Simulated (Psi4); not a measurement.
**O2 (oxygen): UBP86/def2-TZVP (sweep point 4)**

What is the vertical electron affinity of O2 (oxygen) at UBP86/def2-TZVP (sweep point 4)? 

The calculation is run with Psi4 1.11.

4 further runs of the same task are left out: 4 set aside as unsound or not needed.

## Step 1: The molecule

O2 has 2 atoms, charge 0, and is taken as a triplet. As SMILES, `O=O`. The coordinates come from a PBE0-D4/def2-TZVP relaxation.

Bond lengths: O1–O2 1.193 Å.

## Step 2: The energy at UBP86/def2-TZVP (sweep point 4)

The input, o2.in:

```
memory 1600 MB

molecule mol {
  0 3
  O      0.96290995    -0.31152135     0.49595862
  O     -0.96290995     0.31152135    -0.49595862
  units bohr
  symmetry c1
}

set globals {
  basis                def2-TZVP
  reference            uks
  puream               true
  scf_type             pk
  dft_radial_points    50
  dft_spherical_points 194
  maxiter              100
}

e_tot, wfn = energy("bp86", return_wfn=True)
```

Started as:

```console
psi4 -i o2.in -o o2.out -n 1
```

o2.out:

```text
[...]
  Running in c1 symmetry.
[...]
  Nuclear repulsion =   28.392993031497380
[...]
  Multiplicity = 3
[...]
  Nalpha       = 9
  Nbeta        = 7
[...]
    Number of basis functions: 62
[...]
   @UKS iter   1:  -150.37038062952448   -2.20461e-01   4.71271e-03 ADIIS/DIIS
[...]
   @UKS iter   6:  -150.39787831707676   -4.46603e-08   7.29259e-07 DIIS
[...]
   @S^2 Observed:                2.004184152E+00
[...]
    Orbital Energies [Eh]
    ---------------------
    Alpha Occupied:
       1A    -18.919897     2A    -18.919859     3A     -1.221838
       4A     -0.749259     5A     -0.504026     6A     -0.504026
       7A     -0.500435     8A     -0.246882     9A     -0.246882
    Alpha Virtual:
      10A      0.137243    11A      0.282195    12A      0.336479
      13A      0.336479    14A      0.374038    15A      0.397336
      16A      0.447257    17A      0.447257    18A      0.704901
      19A      1.134145    20A      1.134146    21A      1.227392
      22A      1.227392    23A      1.535968    24A      1.535969
      25A      1.760819    26A      2.008966    27A      2.008966
[...]
  @UKS Final Energy:  -150.39787831707676
   => Energetics <=
    Nuclear Repulsion Energy =             28.3929930314973795
    One-Electron Energy =                -262.5485283423724354
    Two-Electron Energy =                 100.8199975919161631
    DFT Exchange-Correlation Energy =     -17.0623405981178635
    Empirical Dispersion Energy =           0.0000000000000000
    VV10 Nonlocal Energy =                  0.0000000000000000
    Total Energy =                       -150.3978783170767599
[...]
 Multipole Moments:
 ------------------------------------------------------------------------------------
     Multipole            Electronic (a.u.)      Nuclear  (a.u.)        Total (a.u.)
 ------------------------------------------------------------------------------------
 L = 1.  Multiply by 2.5417464519 to convert [e a0] to [Debye]
 Dipole X            :          0.0000000            0.0000000            0.0000000
 Dipole Y            :         -0.0000000            0.0000000           -0.0000000
 Dipole Z            :          0.0000000            0.0000000            0.0000000
 Magnitude           :                                                    0.0000000
[...]
```

Wall time 3.3 s (1 thread of Intel Xeon at 2.70GHz, shared host); peak memory 0.26 GiB.

## Step 3: The doublet anion, same level

The input, input.dat:

```
memory 1600 mb

molecule {
  -1 2
  O      0.96290995    -0.31152135     0.49595862
  O     -0.96290995     0.31152135    -0.49595862
  units au
  symmetry c1
}

set reference uks
set puream true
set scf_type pk
set dft_radial_points 50
set dft_spherical_points 194
set maxiter 100

e, wfn = energy('bp86/def2-TZVP', return_wfn=True)
print_variables()
```

Started as:

```console
psi4 input.dat output.dat -n 1
```

output.dat:

```text
[...]
  Running in c1 symmetry.
[...]
  Nuclear repulsion =   28.392993031497380
[...]
  Multiplicity = 2
[...]
  Nalpha       = 9
  Nbeta        = 8
[...]
    Number of basis functions: 62
[...]
   @UKS iter   1:  -150.18299954981563   -3.30798e-02   1.12268e-02 DIIS/ADIIS
[...]
   @UKS iter   7:  -150.37678422459578   -3.79706e-08   6.93990e-07 DIIS
[...]
   @S^2 Observed:                7.519084612E-01
[...]
    Orbital Energies [Eh]
    ---------------------
    Alpha Occupied:
       1A    -18.470437     2A    -18.470396     3A     -0.799316
       4A     -0.335826     5A     -0.110083     6A     -0.101030
       7A     -0.072432     8A      0.148018     9A      0.188369
    Alpha Virtual:
      10A      0.467295    11A      0.585809    12A      0.627753
      13A      0.645005    14A      0.683428    15A      0.724009
      16A      0.725786    17A      0.742016    18A      0.993240
      19A      1.520949    20A      1.521010    21A      1.602530
      22A      1.629052    23A      1.923696    24A      1.923713
      25A      2.122803    26A      2.369111    27A      2.385401
[...]
  @UKS Final Energy:  -150.37678422459578
   => Energetics <=
    Nuclear Repulsion Energy =             28.3929930314973795
    One-Electron Energy =                -269.0276779724179050
    Two-Electron Energy =                 107.6874285437911709
    DFT Exchange-Correlation Energy =     -17.4295278274664085
    Empirical Dispersion Energy =           0.0000000000000000
    VV10 Nonlocal Energy =                  0.0000000000000000
    Total Energy =                       -150.3767842245957809
[...]
 Multipole Moments:
 ------------------------------------------------------------------------------------
     Multipole            Electronic (a.u.)      Nuclear  (a.u.)        Total (a.u.)
 ------------------------------------------------------------------------------------
 L = 1.  Multiply by 2.5417464519 to convert [e a0] to [Debye]
 Dipole X            :         -0.0000000            0.0000000           -0.0000000
 Dipole Y            :         -0.0000000            0.0000000           -0.0000000
 Dipole Z            :         -0.0000000            0.0000000           -0.0000000
 Magnitude           :                                                    0.0000000
[...]
```

Wall time 4.5 s (1 thread of Intel Xeon at 2.70GHz, shared host); peak memory 0.26 GiB.

## Step 4: What came out

At UBP86/def2-TZVP (sweep point 4):

```
                                         quantity          value
                         triplet O2: total energy  -150.39788 Eh
                        triplet O2: dipole moment         0.00 D
   triplet O2: HOMO energy (highest over α and β)       -6.72 eV
    triplet O2: LUMO energy (lowest over α and β)       -4.43 eV
                                 triplet O2: ⟨S²⟩          2.004
                      doublet anion: total energy  -150.37678 Eh
doublet anion: HOMO energy (highest over α and β)        5.45 eV
 doublet anion: LUMO energy (lowest over α and β)        5.78 eV
                              doublet anion: ⟨S²⟩          0.752
vertical electron affinity (to the doublet anion)      -0.574 eV
```

The anion lies 0.57 eV (55.4 kJ/mol) above the neutral: the electron isn't bound at this level, and such a value depends on the basis. Without diffuse functions anions come out too high. The HOMO (doublet anion) lies at positive energy, 5.45 eV, as semi-local functionals often give for anions; only total energies tell whether the electron is bound.
